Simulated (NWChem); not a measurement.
## Correlation energy of ClNa

SMILES: [Na][Cl]
```xyz
2

Na     0.0000     0.0000    -1.4209
Cl     0.0000     0.0000     0.9194
```
Charge 0, spin multiplicity 1.

All runs are NWChem calculations. The geometry was optimised at B3LYP/def2-SVP, a minimum by its harmonic frequencies.

Basis set: cc-pVTZ. Each correlation energy counts from its own Hartree-Fock reference.

The correlated methods keep 6 core orbitals frozen. The structure started from a generated list of species. No row is a measurement; the coupled-cluster row has its own basis-set and correlation limits.

Task: For the correlation energy, MP2 gives -211.8 mHa and SCS-MP2 gives -208.4 mHa. What do CR-CCSD[T], CR-CCSD(T), CCSD give?

Result: CR-CCSD[T]: -235.7 mHa; CR-CCSD(T): -235.6 mHa; CCSD: -228.5 mHa.
